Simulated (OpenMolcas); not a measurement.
# [NO2]− (nitrite), step by step

Wanted: the energy (UHF/STO-3G), then a single-point energy (CASSCF(4,4)/STO-3G), then the energy (CASPT2(4,4)/STO-3G), then the energy (SC-NEVPT2(4,4)/STO-3G), then a single-point energy (MRCI(4,4)/STO-3G) of [NO2]− (nitrite). 

Program for the calculation: OpenMolcas 26.06.

3 further runs of the same task are left out: 1 for a known fault of the program, 2 that didn't finish.

### 1 The structure to begin with

The species is [NO2]− (3 atoms), meant as a singlet with charge -1. SMILES: `O=N[O-]`. The N2–O3 distance was set to 1.908 Å, away from the relaxed value.

Bond lengths: O1–N2 1.272 Å. A long bond or contact: N2–O3 1.908 Å.

### 2 A single-point energy at UHF/STO-3G (run 1)

step1.input

```
>>> EXPORT MOLCAS_PRINT=2
&GATEWAY
BasLib
$CurrDir
Coord
3
angstrom
O        0.828659       1.274139       0.597068
N        0.826579       0.010159       0.455818
O       -0.662520      -0.766520      -0.449410
Basis
STO-3G
Group
NoSym
&SEWARD
&SCF
UHF
Charge
-1
Scramble
0.25
PrOrbitals
1 1
```

The basis set STO-3G is read from a file made from the Basis Set Exchange's data (not shown).

Command:

```sh
$ export MOLCAS_MEM=1860
$ pymolcas step1.input > step1.log
```

What it wrote:

```text
--- Start Module: gateway ---
[...]
--- Stop Module: gateway /rc=_RC_ALL_IS_WELL_ ---
--- Start Module: seward ---
[...]
      Basis functions           15
--- Stop Module: seward /rc=_RC_ALL_IS_WELL_ ---
--- Start Module: scf ---
[...]
       Convergence after 102 Iterations
[...]
::    Total SCF energy                               -201.1046710588
[...]
      Total spin, S                                     0.8117614611
[...]
      Total electronic charge=   24.000000
      Total            charge=   -1.000000
[...]
      Dipole Moment (debye):
      Origin of the operator (angstrom)=    0.3094    0.1796    0.1901
                   X= -5.9176E-01               Y= -8.7776E-02               Z= -3.3511E-01           Total=  6.8569E-01
      Center of Charge (angstrom)
[...]
--- Stop Module: scf /rc=_RC_ALL_IS_WELL_ ---
[...]
```

Run time: 3 s. Hardware: 1 thread of Arm Neoverse V2, shared host; peak memory 0.37 GiB.

### 3 The energy at CASSCF(4,4)/STO-3G (run 2)

step2.input

```
&GATEWAY
  BasLib=$CurrDir
  Coord
  3
  angstrom
  O        0.828659       1.274139       0.597068
  N        0.826579       0.010159       0.455818
  O       -0.662520      -0.766520      -0.449410
  Basis=STO-3G
  Group=NoSym

&SEWARD

&RASSCF
  FileOrb=$CurrDir/step1.UnaOrb
  Spin=1
  Nactel=4 0 0
  Inactive=10
  Ras2=4
  OrbListing=Nothing
```

The basis set STO-3G is read from a file made from the Basis Set Exchange's data (not shown).

Command:

```sh
$ export MOLCAS_MEM=1860
$ pymolcas step2.input > step2.log
```

What it wrote:

```text
--- Start Module: gateway ---
[...]
--- Stop Module: gateway /rc=_RC_ALL_IS_WELL_ ---
--- Start Module: seward ---
[...]
      Basis functions           15
--- Stop Module: seward /rc=_RC_ALL_IS_WELL_ ---
--- Start Module: rasscf ---
[...]
      Number of active orbitals                  4
[...]
      Spin quantum number                      0.0
[...]
      Active orbitals                            4
[...]
      Number of CSFs                            20
[...]
      Number of root(s) required                 1
[...]
      Convergence after 13 iterations
[...]
      printout of CI-coefficients larger than  0.05 for root  1
      energy=    -201.184713
      conf/sym  1111     Coeff  Weight
             1  2200  -0.76604 0.58682
             6  2020   0.49641 0.24642
            10  udud   0.25616 0.06562
            14  0202   0.23667 0.05601
            20  0022  -0.19979 0.03991
      Natural orbitals and occupation numbers for root  1
      sym 1:   1.737619   1.355325   0.644694   0.262362
      ************************************************************************************************************************
      *                                                    Final results                                                     *
[...]
::    RASSCF root number  1 Total energy:   -201.18471259
[...]
      Total electronic charge=   24.000000
      Total            charge=   -1.000000
[...]
      Dipole Moment (debye):
      Origin of the operator (angstrom)=    0.3094    0.1796    0.1901
                   X= -1.0585E+00               Y= -6.2352E-01               Z= -6.5142E-01           Total=  1.3906E+00
      Center of Charge (angstrom)
[...]
--- Stop Module: rasscf /rc=_RC_ALL_IS_WELL_ ---
[...]
```

It took 1.4 s on 1 thread of Arm Neoverse V2, shared host; peak memory 0.37 GiB.

### 4 A single-point energy at CASPT2(4,4)/STO-3G (run 3)

step3.inp

```
&GATEWAY
BasLib=$CurrDir
Coord
3
angstrom
O        0.828659       1.274139       0.597068
N        0.826579       0.010159       0.455818
O       -0.662520      -0.766520      -0.449410
Basis=STO-3G
Group=NoSym
&SEWARD
&RASSCF
FileOrb=$CurrDir/step2.RasOrb
Spin=1
Nactel=4 0 0
Inactive=10
Ras2=4
OrbListing=Nothing
&CASPT2
Imaginary=0.1
Frozen=3
```

The basis set STO-3G is read from a file made from the Basis Set Exchange's data (not shown).

Command:

```sh
$ export MOLCAS_MEM=1860
$ pymolcas step3.inp > step3.log
```

What it wrote:

```text
--- Start Module: gateway ---

                                              &GATEWAY

                       available to each process: 1.9 GB of memory, 1 thread

 Basis Set     1 Label: O.STO-3G
 Basis set is read from library:.
 basistype.tbl is not found

 Basis Set     2 Label: N.STO-3G
 Basis set is read from library:.
 basistype.tbl is not found

 Basis Set     3 Label: O.STO-3G
 Basis set is read from library:.
 basistype.tbl is not found

++    Symmetry information:
      ---------------------

[... 213 lines left out ...]
      Note: transformation to natural orbitals
[... 11 lines left out ...]
      Natural orbitals and occupation numbers for root  1
[... 20 lines left out ...]
      Final state energy(ies):
[... 47 lines left out ...]
      Natural orbitals for root   1 are written to the RASORB.1 file
[... 71 lines left out ...]
 Compute H0 matrices for state    1
[... 4 lines left out ...]
********************************************************************************
  CASPT2 EQUATION SOLUTION
--------------------------------------------------------------------------------
 Invalid disk address                    -8
 I/O error in DaFile_checkarg
 Unit =                    45

--- Stop Module: caspt2 /rc=-6 ---

.########################.
.# Non-zero return code #.
.########################.

    Timing: Wall=1.19 User=0.95 System=0.23
```

Wall time 1.4 s (1 thread of Arm Neoverse V2, shared host); peak memory 0.37 GiB.

The run ended with an error.

### 5 The energy at SC-NEVPT2(4,4)/STO-3G (run 4)

step4.inp

```
&gateway
  baslib=$CurrDir
  coord
  3
  angstrom
  O        0.828659       1.274139       0.597068
  N        0.826579       0.010159       0.455818
  O       -0.662520      -0.766520      -0.449410
  basis=STO-3G
  group=NoSym

&seward

&rasscf
  fileorb=$CurrDir/step2.RasOrb
  spin=1
  nactel=4 0 0
  inactive=10
  ras2=4
  orblisting=Nothing

&caspt2
  sc-nevpt2
  frozen=3
```

The basis set STO-3G is read from a file made from the Basis Set Exchange's data (not shown).

Command:

```sh
$ export MOLCAS_MEM=1860
$ pymolcas step4.inp > step4.log
```

What it wrote:

```text
--- Start Module: gateway ---
[...]
--- Stop Module: gateway /rc=_RC_ALL_IS_WELL_ ---
[...]
      Basis functions           15
[...]
--- Start Module: rasscf ---
[...]
      Number of active orbitals                  4
[...]
      Spin quantum number                      0.0
[...]
      Active orbitals                            4
[...]
      Number of CSFs                            20
[...]
      Number of root(s) required                 1
[...]
      Convergence after  4 iterations
[...]
      printout of CI-coefficients larger than  0.05 for root  1
      energy=    -201.184713
      conf/sym  1111     Coeff  Weight
             1  2200  -0.76604 0.58682
             6  2020   0.49641 0.24642
            10  udud   0.25616 0.06562
            14  0202   0.23667 0.05601
            20  0022  -0.19979 0.03992
      Natural orbitals and occupation numbers for root  1
      sym 1:   1.737614   1.355326   0.644693   0.262366
      ************************************************************************************************************************
      *                                                    Final results                                                     *
[...]
::    RASSCF root number  1 Total energy:   -201.18471259
[...]
      Total electronic charge=   24.000000
      Total            charge=   -1.000000
[...]
      Dipole Moment (debye):
      Origin of the operator (angstrom)=    0.3094    0.1796    0.1901
                   X= -1.0585E+00               Y= -6.2357E-01               Z= -6.5142E-01           Total=  1.3906E+00
      Center of Charge (angstrom)
[...]
      E2 (Variational):          -0.0721287037
[...]
      E2 (Variational):          -0.0718363207
      Total energy:            -201.2565489109
[...]
      Reference weight:           0.96930
[...]
::    SC-NEVPT2 Root  1     Total energy:   -201.25654891
[...]
```

Wall time 1.4 s (1 thread of Arm Neoverse V2, shared host); peak memory 0.37 GiB.

### 6 A single-point energy at MRCI(4,4)/STO-3G (run 5)

step5.inp

```
>>> EXPORT MOLCAS_PRINT=2
&GATEWAY
BasLib=$CurrDir
Coord
3
angstrom
O        0.828659       1.274139       0.597068
N        0.826579       0.010159       0.455818
O       -0.662520      -0.766520      -0.449410
Basis=STO-3G
Group=NoSym
&SEWARD
&RASSCF
FileOrb=$CurrDir/step2.RasOrb
Spin=1
Nactel=4 0 0
Inactive=10
Ras2=4
OrbListing=Nothing
&MOTRA
LumOrb
Frozen=3
&GUGA
Electrons=18
Spin=1
Inactive=7
Active=4
CIAll=1
&MRCI
SDCI
```

The basis set STO-3G is read from a file made from the Basis Set Exchange's data (not shown).

Command:

```sh
$ export MOLCAS_MEM=1860
$ pymolcas step5.inp > step5.log
```

What it wrote:

```text
[...]
      Basis functions           15
[...]
      Number of active orbitals                  4
[...]
      Spin quantum number                      0.0
[...]
      Active orbitals                            4
[...]
      Number of CSFs                            20
[...]
      Number of root(s) required                 1
[...]
      Convergence after  4 iterations
[...]
      printout of CI-coefficients larger than  0.05 for root  1
      energy=    -201.184713
      conf/sym  1111     Coeff  Weight
             1  2200  -0.76604 0.58682
             6  2020   0.49641 0.24642
            10  udud   0.25616 0.06562
            14  0202   0.23667 0.05601
            20  0022  -0.19979 0.03992
      Natural orbitals and occupation numbers for root  1
      sym 1:   1.737614   1.355326   0.644693   0.262366
      ************************************************************************************************************************
      *                                                    Final results                                                     *
[...]
::    RASSCF root number  1 Total energy:   -201.18471259
[...]
      Dipole Moment (debye):
      Origin of the operator (angstrom)=    0.3094    0.1796    0.1901
                   X= -1.0585E+00               Y= -6.2357E-01               Z= -6.5142E-01           Total=  1.3906E+00
      Center of Charge (angstrom)
[...]
--- Start Module: guga ---
[...]
       (But an ACPF correction will be computed)
       USE THE DEFAULT ACPF G-VALUE GFAC=  0.11111111111111110
[...]
                      CI ENERGY:  -201.27690463
[...]
                ACPF CORRECTION:    -0.00567966
[...]
      Total electronic charge=   24.000000
      Total            charge=   -1.000000
[...]
     ACPF CORRECTION:     -0.00567966
[...]
  CI State   1     Total energy:   -201.27690463     QDav:     -0.00643920     QACPF:     -0.00567966
[...]
```

Wall time 2.7 s (1 thread of Arm Neoverse V2, shared host); peak memory 0.37 GiB.

### 7 What came out

```
                                                                quantity                value
                                         run 1, UHF/STO-3G: total energy        -201.10467 Eh
                                          run 1, UHF/STO-3G: HOMO energy              3.85 eV
                                          run 1, UHF/STO-3G: LUMO energy             18.08 eV
run 1, UHF/STO-3G: HOMO–LUMO gap (to an unbound level, set by the basis)             14.23 eV
                                                 run 1, UHF/STO-3G: ⟨S²⟩                1.471
                                 run 2, CASSCF(4,4)/STO-3G: total energy        -201.18471 Eh
                              run 4, SC-NEVPT2(4,4)/STO-3G: total energy        -201.25655 Eh
                                   run 5, MRCI(4,4)/STO-3G: total energy        -201.27690 Eh
                                               run 3, CASPT2(4,4)/STO-3G  no result (crashed)
```

What this shows: ⟨S²⟩ (run 1, UHF/STO-3G) is 1.47 where a pure singlet has 0.00: the reference is spin-contaminated. Mulliken charges (run 1, UHF/STO-3G) run from -0.40 on O1 to -0.29 on O3; they depend strongly on the basis. The HOMO (run 1, UHF/STO-3G) lies at positive energy, 3.85 eV: the electron is unbound at this level or held by a compact basis; values depend on the basis. 1 of the 5 runs did not end normally.
